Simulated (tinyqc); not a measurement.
Worked calculation (part 1 of 3): UHF in the sto-3g basis, for NH3, spin multiplicity 1. Computed by tinyqc, a small Python program that keeps every step (integrals from PySCF). Settings: charge = 0, multiplicity = 1, basis = sto-3g, energy threshold = 1e-08, iteration cap = 90, orthogonalisation = canonical, start = core, DIIS depth = 4, DIIS from iteration = 2, method = UHF, break = 0.2. Command: `OMP_NUM_THREADS=1 python tinyqc.py 20520 20521 out.jsonl` (the two numbers bound the seeds that draw the settings). One thread of a shared host (Intel(R) Xeon(R) Processor @ 2.60GHz), about 0.2 s of CPU time with the checks. Later iterations appear only in the table of the cycle.

## One-electron integrals

Geometry (angstrom):
```
atom         x         y        z
N      0.00000   0.00000  0.29100
H      1.23800   0.00000  0.00000
H     -0.61900   1.07200  0.00000
H     -0.61900  -1.07200  0.00000
```

Basis sto-3g: exponents (1/bohr^2) and contraction coefficients of normalised primitives:
```
element  l (shell)  exponent  coefficient
N            s (1)  99.10617      0.15433
N            s (1)  18.05231      0.53533
N            s (1)   4.88566      0.44463
N            s (2)   3.78046     -0.09997
N            s (2)   0.87850      0.39951
N            s (2)   0.28571      0.70012
N            p (3)   3.78046      0.15592
N            p (3)   0.87850      0.60768
N            p (3)   0.28571      0.39196
H            s (1)   3.42525      0.15433
H            s (1)   0.62391      0.53533
H            s (1)   0.16886      0.44463
```

Overlap, kinetic and nuclear-attraction integrals over the contracted functions; the nuclear repulsion is the sum of Za Zb / Rab.

nuclear repulsion = 9.4791395 hartree

overlap S, lower triangle:
```
          1N 1s    1N 2s    1N 2px    1N 2py    1N 2pz    2H 1s    3H 1s    4H 1s
1N 1s   1.00000
1N 2s   0.23504  1.00000
1N 2px  0.00000  0.00000   1.00000
1N 2py  0.00000  0.00000   0.00000   1.00000
1N 2pz  0.00000  0.00000   0.00000   0.00000   1.00000
2H 1s   0.03177  0.34723   0.33240   0.00000  -0.07813  1.00000
3H 1s   0.03177  0.34729  -0.16624   0.28789  -0.07815  0.09365  1.00000
4H 1s   0.03177  0.34729  -0.16624  -0.28789  -0.07815  0.09365  0.09368  1.00000
```

kinetic energy T (hartree), lower triangle:
```
           1N 1s    1N 2s    1N 2px    1N 2py    1N 2pz     2H 1s     3H 1s    4H 1s
1N 1s   21.99075
1N 2s   -0.12842  0.60699
1N 2px   0.00000  0.00000   1.89936
1N 2py   0.00000  0.00000   0.00000   1.89936
1N 2pz   0.00000  0.00000   0.00000   0.00000   1.89936
2H 1s   -0.00967  0.04274   0.13119   0.00000  -0.03084   0.76003
3H 1s   -0.00967  0.04277  -0.06563   0.11366  -0.03085  -0.01125   0.76003
4H 1s   -0.00967  0.04277  -0.06563  -0.11366  -0.03085  -0.01125  -0.01125  0.76003
```

nuclear attraction V (hartree), lower triangle:
```
            1N 1s     1N 2s    1N 2px    1N 2py    1N 2pz     2H 1s     3H 1s     4H 1s
1N 1s   -47.43435
1N 2s    -5.72637  -8.10638
1N 2px    0.00000   0.00003  -8.08310
1N 2py    0.00000   0.00000   0.00000  -8.08310
1N 2pz    0.00689   0.08518  -0.00001   0.00000  -7.98504
2H 1s    -0.78861  -2.17076  -1.86375   0.00000   0.45472  -4.60239
3H 1s    -0.78882  -2.17121   0.93214  -1.61428   0.45484  -0.48740  -4.60267
4H 1s    -0.78882  -2.17121   0.93214   1.61428   0.45484  -0.48740  -0.48758  -4.60267
```

core Hamiltonian H = T + V (hartree), lower triangle:
```
            1N 1s     1N 2s    1N 2px    1N 2py    1N 2pz     2H 1s     3H 1s     4H 1s
1N 1s   -25.44360
1N 2s    -5.85478  -7.49939
1N 2px    0.00000   0.00003  -6.18374
1N 2py    0.00000   0.00000   0.00000  -6.18375
1N 2pz    0.00689   0.08518  -0.00001   0.00000  -6.08568
2H 1s    -0.79828  -2.12801  -1.73255   0.00000   0.42388  -3.84236
3H 1s    -0.79850  -2.12844   0.86651  -1.50063   0.42399  -0.49865  -3.84264
4H 1s    -0.79850  -2.12844   0.86651   1.50063   0.42399  -0.49865  -0.49882  -3.84264
```

## Two-electron integrals

Functions are numbered as in S; the eight-fold symmetry (ij|kl) = (ji|kl) = (kl|ij) leaves the list below.

Two-electron integrals (ij|kl) in chemists' order, unique and non-zero (hartree):
```
(11|11) 4.16663     (21|11) 0.64085     (21|21) 0.11746     (22|11) 0.96986
(22|21) 0.22094     (22|22) 0.70825     (31|31) 0.02096     (32|31) 0.03245
(32|32) 0.15645     (33|11) 0.96712     (33|21) 0.22098     (33|22) 0.70809
(33|33) 0.76280     (41|41) 0.02096     (42|41) 0.03245     (42|42) 0.15645
(43|43) 0.04112     (44|11) 0.96712     (44|21) 0.22098     (44|22) 0.70809
(44|33) 0.68057     (44|44) 0.76280     (51|51) 0.02096     (52|51) 0.03245
(52|52) 0.15645     (53|53) 0.04112     (54|54) 0.04112     (55|11) 0.96712
(55|21) 0.22098     (55|22) 0.70809     (55|33) 0.68057     (55|44) 0.68057
(55|55) 0.76280     (61|11) 0.08737     (61|21) 0.01591     (61|22) 0.02983
(61|31) 0.00078     (61|32) 0.00149     (61|33) 0.02996     (61|44) 0.02975
(61|51) -0.00018    (61|52) -0.00035    (61|53) -4.98e-05   (61|55) 0.02976
(61|61) 0.00219     (62|11) 0.24032     (62|21) 0.05554     (62|22) 0.20017
(62|31) 0.00450     (62|32) 0.03616     (62|33) 0.20791     (62|44) 0.19586
(62|51) -0.00106    (62|52) -0.00850    (62|53) -0.00283    (62|55) 0.19653
(62|61) 0.00775     (62|62) 0.07588     (63|11) 0.19560     (63|21) 0.04574
(63|22) 0.17547     (63|31) 0.00851     (63|32) 0.06117     (63|33) 0.19114
(63|44) 0.16726     (63|51) -0.00075    (63|52) -0.00687    (63|53) -0.00396
(63|55) 0.16780     (63|61) 0.00662     (63|62) 0.07986     (63|63) 0.09210
(64|41) 0.00532     (64|42) 0.03193     (64|43) 0.00703     (64|54) -0.00165
(64|64) 0.00934     (65|11) -0.04598    (65|21) -0.01075    (65|22) -0.04124
(65|31) -0.00075    (65|32) -0.00687    (65|33) -0.04162    (65|44) -0.03932
(65|51) 0.00549     (65|52) 0.03354     (65|53) 0.00757     (65|55) -0.04275
(65|61) -0.00156    (65|62) -0.01877    (65|63) -0.01945    (65|65) 0.01391
(66|11) 0.41153     (66|21) 0.09659     (66|22) 0.39977     (66|31) 0.00904
(66|32) 0.10162     (66|33) 0.43186     (66|44) 0.38208     (66|51) -0.00212
(66|52) -0.02389    (66|53) -0.01170    (66|55) 0.38483     (66|61) 0.01356
(66|62) 0.20110     (66|63) 0.23660     (66|65) -0.05561    (66|66) 0.77461
(71|11) 0.08740     (71|21) 0.01591     (71|22) 0.02983     (71|31) -0.00039
(71|32) -0.00075    (71|33) 0.02981     (71|41) 0.00068     (71|42) 0.00129
(71|43) -0.00009    (71|44) 0.02992     (71|51) -0.00018    (71|52) -0.00035
(71|53) 2.49e-05    (71|54) -4.32e-05   (71|55) 0.02977     (71|61) 0.00214
(71|62) 0.00740     (71|63) 0.00598     (71|64) 0.00021     (71|65) -0.00149
(71|66) 0.01285     (71|71) 0.00219     (72|11) 0.24037     (72|21) 0.05555
(72|22) 0.20021     (72|31) -0.00225    (72|32) -0.01809    (72|33) 0.19891
(72|41) 0.00390     (72|42) 0.03132     (72|43) -0.00522    (72|44) 0.20494
(72|51) -0.00106    (72|52) -0.00850    (72|53) 0.00142     (72|54) -0.00245
(72|55) 0.19657     (72|61) 0.00740     (72|62) 0.05491     (72|63) 0.04514
(72|64) 0.00632     (72|65) -0.01318    (72|66) 0.11242     (72|71) 0.00775
(72|72) 0.07591     (73|11) -0.09783    (73|21) -0.02287    (73|22) -0.08776
(73|31) 0.00612     (73|32) 0.03925     (73|33) -0.09191    (73|41) -0.00138
(73|42) -0.01266    (73|43) 0.00822     (73|44) -0.08733    (73|51) 0.00038
(73|52) 0.00344     (73|53) -0.00223    (73|54) 0.00100     (73|55) -0.08392
(73|61) -0.00281    (73|62) -0.01710    (73|63) -0.00833    (73|64) -0.00145
(73|65) 0.00404     (73|66) -0.02977    (73|71) -0.00331    (73|72) -0.03995
(73|73) 0.03004     (74|11) 0.16942     (74|21) 0.03961     (74|22) 0.15198
(74|31) -0.00138    (74|32) -0.01266    (74|33) 0.14700     (74|41) 0.00771
(74|42) 0.05387     (74|43) -0.00720    (74|44) 0.16342     (74|51) -0.00065
(74|52) -0.00595    (74|53) 0.00100     (74|54) -0.00338    (74|55) 0.14534
(74|61) 0.00528     (74|62) 0.04225     (74|63) 0.03465     (74|64) 0.01084
(74|65) -0.00997    (74|66) 0.08786     (74|71) 0.00574     (74|72) 0.06918
(74|73) -0.03585    (74|74) 0.07143     (75|11) -0.04599    (75|21) -0.01075
(75|22) -0.04126    (75|31) 0.00038     (75|32) 0.00344     (75|33) -0.03990
(75|41) -0.00065    (75|42) -0.00595    (75|43) 0.00100     (75|44) -0.04106
(75|51) 0.00549     (75|52) 0.03355     (75|53) -0.00379    (75|54) 0.00656
(75|55) -0.04276    (75|61) -0.00149    (75|62) -0.01318    (75|63) -0.01065
(75|64) -0.00148    (75|65) 0.00947     (75|66) -0.02878    (75|71) -0.00156
(75|72) -0.01878    (75|73) 0.00973     (75|74) -0.01685    (75|75) 0.01392
(76|11) 0.05173     (76|21) 0.01204     (76|22) 0.04618     (76|31) 0.00039
(76|32) 0.00360     (76|33) 0.04638     (76|41) 0.00068     (76|42) 0.00624
(76|43) 0.00027     (76|44) 0.04669     (76|51) -0.00037    (76|52) -0.00339
(76|53) -0.00043    (76|54) -0.00074    (76|55) 0.04543     (76|61) 0.00165
(76|62) 0.01630     (76|63) 0.01602     (76|64) 0.00176     (76|65) -0.00448
(76|66) 0.04226     (76|71) 0.00165     (76|72) 0.01630     (76|73) -0.00649
(76|74) 0.01476     (76|75) -0.00448    (76|76) 0.00442     (77|11) 0.41157
(77|21) 0.09660     (77|22) 0.39980     (77|31) -0.00452    (77|32) -0.05082
(77|33) 0.39455     (77|41) 0.00783     (77|42) 0.08801     (77|43) -0.02156
(77|44) 0.41944     (77|51) -0.00213    (77|52) -0.02389    (77|53) 0.00585
(77|54) -0.01014    (77|55) 0.38486     (77|61) 0.01285     (77|62) 0.11241
(77|63) 0.09097     (77|64) 0.01815     (77|65) -0.02877    (77|66) 0.24631
(77|71) 0.01357     (77|72) 0.20114     (77|73) -0.11833    (77|74) 0.20493
(77|75) -0.05563    (77|76) 0.04226     (77|77) 0.77461     (81|11) 0.08740
(81|21) 0.01591     (81|22) 0.02983     (81|31) -0.00039    (81|32) -0.00075
(81|33) 0.02981     (81|41) -0.00068    (81|42) -0.00129    (81|43) 0.00009
(81|44) 0.02992     (81|51) -0.00018    (81|52) -0.00035    (81|53) 2.49e-05
(81|54) 4.32e-05    (81|55) 0.02977     (81|61) 0.00214     (81|62) 0.00740
(81|63) 0.00598     (81|64) -0.00021    (81|65) -0.00149    (81|66) 0.01285
(81|71) 0.00214     (81|72) 0.00741     (81|73) -0.00317    (81|74) 0.00508
(81|75) -0.00149    (81|76) 0.00159     (81|77) 0.01285     (81|81) 0.00219
(82|11) 0.24037     (82|21) 0.05555     (82|22) 0.20021     (82|31) -0.00225
(82|32) -0.01809    (82|33) 0.19891     (82|41) -0.00390    (82|42) -0.03132
(82|43) 0.00522     (82|44) 0.20494     (82|51) -0.00106    (82|52) -0.00850
(82|53) 0.00142     (82|54) 0.00245     (82|55) 0.19657     (82|61) 0.00740
(82|62) 0.05491     (82|63) 0.04514     (82|64) -0.00632    (82|65) -0.01318
(82|66) 0.11242     (82|71) 0.00741     (82|72) 0.05492     (82|73) -0.02805
(82|74) 0.03594     (82|75) -0.01319    (82|76) 0.01237     (82|77) 0.11244
(82|81) 0.00775     (82|82) 0.07591     (83|11) -0.09783    (83|21) -0.02287
(83|22) -0.08776    (83|31) 0.00612     (83|32) 0.03925     (83|33) -0.09191
(83|41) 0.00138     (83|42) 0.01266     (83|43) -0.00822    (83|44) -0.08733
(83|51) 0.00038     (83|52) 0.00344     (83|53) -0.00223    (83|54) -0.00100
(83|55) -0.08392    (83|61) -0.00281    (83|62) -0.01710    (83|63) -0.00833
(83|64) 0.00145     (83|65) 0.00404     (83|66) -0.02977    (83|71) -0.00317
(83|72) -0.02805    (83|73) 0.02043     (83|74) -0.01805    (83|75) 0.00661
(83|76) -0.00487    (83|77) -0.06122    (83|81) -0.00331    (83|82) -0.03995
(83|83) 0.03004     (84|11) -0.16942    (84|21) -0.03961    (84|22) -0.15198
(84|31) 0.00138     (84|32) 0.01266     (84|33) -0.14700    (84|41) 0.00771
(84|42) 0.05387     (84|43) -0.00720    (84|44) -0.16342    (84|51) 0.00065
(84|52) 0.00595     (84|53) -0.00100    (84|54) -0.00338    (84|55) -0.14534
(84|61) -0.00528    (84|62) -0.04225    (84|63) -0.03465    (84|64) 0.01084
(84|65) 0.00997     (84|66) -0.08786    (84|71) -0.00508    (84|72) -0.03594
(84|73) 0.01805     (84|74) -0.01792    (84|75) 0.00849     (84|76) -0.00844
(84|77) -0.06971    (84|81) -0.00574    (84|82) -0.06918    (84|83) 0.03585
(84|84) 0.07143     (85|11) -0.04599    (85|21) -0.01075    (85|22) -0.04126
(85|31) 0.00038     (85|32) 0.00344     (85|33) -0.03990    (85|41) 0.00065
(85|42) 0.00595     (85|43) -0.00100    (85|44) -0.04106    (85|51) 0.00549
(85|52) 0.03355     (85|53) -0.00379    (85|54) -0.00656    (85|55) -0.04276
(85|61) -0.00149    (85|62) -0.01318    (85|63) -0.01065    (85|64) 0.00148
(85|65) 0.00947     (85|66) -0.02878    (85|71) -0.00149    (85|72) -0.01319
(85|73) 0.00661     (85|74) -0.00849    (85|75) 0.00947     (85|76) -0.00329
(85|77) -0.02878    (85|81) -0.00156    (85|82) -0.01878    (85|83) 0.00973
(85|84) 0.01685     (85|85) 0.01392     (86|11) 0.05173     (86|21) 0.01204
(86|22) 0.04618     (86|31) 0.00039     (86|32) 0.00360     (86|33) 0.04638
(86|41) -0.00068    (86|42) -0.00624    (86|43) -0.00027    (86|44) 0.04669
(86|51) -0.00037    (86|52) -0.00339    (86|53) -0.00043    (86|54) 0.00074
(86|55) 0.04543     (86|61) 0.00165     (86|62) 0.01630     (86|63) 0.01602
(86|64) -0.00176    (86|65) -0.00448    (86|66) 0.04226     (86|71) 0.00159
(86|72) 0.01237     (86|73) -0.00487    (86|74) 0.00844     (86|75) -0.00329
(86|76) 0.00343     (86|77) 0.02575     (86|81) 0.00165     (86|82) 0.01630
(86|83) -0.00649    (86|84) -0.01476    (86|85) -0.00448    (86|86) 0.00442
(87|11) 0.05174     (87|21) 0.01204     (87|22) 0.04620     (87|31) -0.00079
(87|32) -0.00720    (87|33) 0.04686     (87|44) 0.04624     (87|51) -0.00037
(87|52) -0.00339    (87|53) 0.00086     (87|55) 0.04544     (87|61) 0.00159
(87|62) 0.01237     (87|63) 0.00975     (87|65) -0.00329    (87|66) 0.02575
(87|71) 0.00165     (87|72) 0.01631     (87|73) -0.00954    (87|74) 0.01300
(87|75) -0.00449    (87|76) 0.00344     (87|77) 0.04227     (87|81) 0.00165
(87|82) 0.01631     (87|83) -0.00954    (87|84) -0.01300    (87|85) -0.00449
(87|86) 0.00344     (87|87) 0.00443     (88|11) 0.41157     (88|21) 0.09660
(88|22) 0.39980     (88|31) -0.00452    (88|32) -0.05082    (88|33) 0.39455
(88|41) -0.00783    (88|42) -0.08801    (88|43) 0.02156     (88|44) 0.41944
(88|51) -0.00213    (88|52) -0.02389    (88|53) 0.00585     (88|54) 0.01014
(88|55) 0.38486     (88|61) 0.01285     (88|62) 0.11241     (88|63) 0.09097
(88|64) -0.01815    (88|65) -0.02877    (88|66) 0.24631     (88|71) 0.01285
(88|72) 0.11244     (88|73) -0.06122    (88|74) 0.06971     (88|75) -0.02878
(88|76) 0.02575     (88|77) 0.24633     (88|81) 0.01357     (88|82) 0.20114
(88|83) -0.11833    (88|84) -0.20493    (88|85) -0.05563    (88|86) 0.04226
(88|87) 0.04227     (88|88) 0.77461
```

## Orthogonalisation

S = U s U^T; canonical form X = U s^(-1/2), so that X^T S X = 1. Each column of U has its largest component positive (the first on a tie).

eigenvalues of S: 0.43428  0.54333  0.54337  0.94469  1.04221  1.36298  1.36300  1.76615

X:
```
               1         2         3         4         5         6         7         8
1N 1s   -0.38036   0.00000  -0.00016   0.72463   0.60371   0.00000   0.00005   0.18627
1N 2s    1.12940   0.00000   0.00034  -0.10654   0.16101   0.00000   0.00008   0.48082
1N 2px  -0.00035   0.00000   0.90281   0.00001  -0.00001   0.00000   0.63933  -0.00007
1N 2py   0.00000   0.90281   0.00000   0.00000   0.00000   0.63935   0.00000   0.00000
1N 2pz  -0.21858   0.00000  -0.00005  -0.66887   0.72018   0.00000   0.00000  -0.09534
2H 1s   -0.52715   0.00000  -0.82693  -0.15785  -0.12970   0.00000   0.46547   0.31151
3H 1s   -0.52763  -0.71604   0.41322  -0.15781  -0.12966   0.40306  -0.23267   0.31160
4H 1s   -0.52763   0.71604   0.41322  -0.15781  -0.12966  -0.40306  -0.23267   0.31160
```

Within a degenerate level the vectors are fixed only up to a rotation; this is one choice.

## Starting guess

The start is the orbitals of the core Hamiltonian, with HOMO and LUMO mixed by +/-0.2 rad for the two spins; D(s) = C_occ C_occ^T for each spin.

D(alpha) at the start, lower triangle:
```
           1N 1s     1N 2s    1N 2px    1N 2py   1N 2pz    2H 1s    3H 1s    4H 1s
1N 1s    1.06483
1N 2s   -0.28588   1.25958
1N 2px  -0.00001   0.00000   1.13480
1N 2py   0.00000   0.00000   0.00000   1.13481
1N 2pz   0.02201  -0.15998   0.00036   0.00000  1.01248
2H 1s    0.02638  -0.11948  -0.16975   0.00000  0.16002  0.05789
3H 1s    0.02633  -0.11934   0.08497  -0.14707  0.16164  0.02000  0.05835
4H 1s    0.02633  -0.11934   0.08497   0.14707  0.16164  0.02000  0.02023  0.05835
```

D(beta) at the start, lower triangle:
```
           1N 1s     1N 2s    1N 2px    1N 2py    1N 2pz    2H 1s    3H 1s    4H 1s
1N 1s    1.06689
1N 2s   -0.29963   1.33987
1N 2px   0.00003  -0.00015   1.13480
1N 2py   0.00000   0.00000   0.00000   1.13481
1N 2pz   0.00252   0.02427  -0.00033   0.00000   0.94044
2H 1s    0.03779  -0.16768  -0.16976   0.00000  -0.08042  0.05276
3H 1s    0.03790  -0.16820   0.08496  -0.14707  -0.08196  0.01484  0.05316
4H 1s    0.03790  -0.16820   0.08496   0.14707  -0.08196  0.01484  0.01504  0.05316
```

## Iteration 1: building the Fock matrix

J_ij = sum D_kl (ij|kl) with D = D(alpha) + D(beta), K_ij = sum D_kl (ik|jl) for each spin; F = H + J - K(s); E = tr D H + tr D J / 2 - 0.5 sum_s tr D(s) K(s) + E_nn.

Coulomb J (hartree), lower triangle:
```
           1N 1s     1N 2s    1N 2px    1N 2py    1N 2pz    2H 1s    3H 1s    4H 1s
1N 1s   16.27818
1N 2s    3.08423   7.67883
1N 2px  -0.00001  -0.00006   7.67279
1N 2py   0.00000   0.00000   0.00000   7.67282
1N 2pz  -0.00266  -0.00499   0.00001   0.00000   7.67048
2H 1s    0.41814   2.09391   1.80098   0.00000  -0.42380  4.01483
3H 1s    0.41825   2.09439  -0.90078   1.55997  -0.42393  0.47456  4.01550
4H 1s    0.41825   2.09439  -0.90078  -1.55997  -0.42393  0.47456  0.47473  4.01550
```

exchange K(alpha) (hartree), lower triangle:
```
           1N 1s     1N 2s    1N 2px    1N 2py    1N 2pz    2H 1s    3H 1s    4H 1s
1N 1s    4.28915
1N 2s    0.74453   1.24450
1N 2px   0.00000   0.00000   1.02782
1N 2py   0.00000   0.00000   0.00000   1.02784
1N 2pz  -0.00147  -0.00456  -0.00003   0.00000   0.99783
2H 1s    0.10711   0.29558   0.18681   0.00000  -0.00686  0.12592
3H 1s    0.10713   0.29574  -0.09346   0.16184  -0.00643  0.05681  0.12619
4H 1s    0.10713   0.29574  -0.09346  -0.16184  -0.00643  0.05681  0.05686  0.12619
```

exchange K(beta) (hartree), lower triangle:
```
          1N 1s     1N 2s    1N 2px    1N 2py    1N 2pz    2H 1s    3H 1s    4H 1s
1N 1s   4.28960
1N 2s   0.74337   1.23917
1N 2px  0.00000  -0.00001   1.02673
1N 2py  0.00000   0.00000   0.00000   1.02672
1N 2pz  0.00040  -0.01009   0.00003   0.00000   1.00690
2H 1s   0.10713   0.28364   0.18477   0.00000  -0.08117  0.12795
3H 1s   0.10716   0.28366  -0.09243   0.16007  -0.08164  0.05786  0.12825
4H 1s   0.10716   0.28366  -0.09243  -0.16007  -0.08164  0.05786  0.05791  0.12825
```

F(alpha) (hartree), lower triangle:
```
            1N 1s     1N 2s    1N 2px    1N 2py   1N 2pz     2H 1s     3H 1s    4H 1s
1N 1s   -13.45458
1N 2s    -3.51508  -1.06507
1N 2px   -0.00001  -0.00003   0.46123
1N 2py    0.00000   0.00000   0.00000   0.46123
1N 2pz    0.00570   0.08475   0.00003   0.00000  0.58697
2H 1s    -0.48725  -0.32969  -0.11838   0.00000  0.00694   0.04655
3H 1s    -0.48738  -0.32980   0.05918  -0.10250  0.00650  -0.08091   0.04667
4H 1s    -0.48738  -0.32980   0.05918   0.10250  0.00650  -0.08091  -0.08095  0.04667
```

F(beta) (hartree), lower triangle:
```
            1N 1s     1N 2s    1N 2px    1N 2py   1N 2pz     2H 1s     3H 1s    4H 1s
1N 1s   -13.45502
1N 2s    -3.51393  -1.05973
1N 2px    0.00000  -0.00002   0.46231
1N 2py    0.00000   0.00000   0.00000   0.46235
1N 2pz    0.00383   0.09028  -0.00003   0.00000  0.57790
2H 1s    -0.48728  -0.31774  -0.11635   0.00000  0.08126   0.04452
3H 1s    -0.48741  -0.31771   0.05816  -0.10072  0.08171  -0.08195   0.04461
4H 1s    -0.48741  -0.31771   0.05816   0.10072  0.08171  -0.08195  -0.08201  0.04461
```

total energy of this density = -52.8648254 hartree
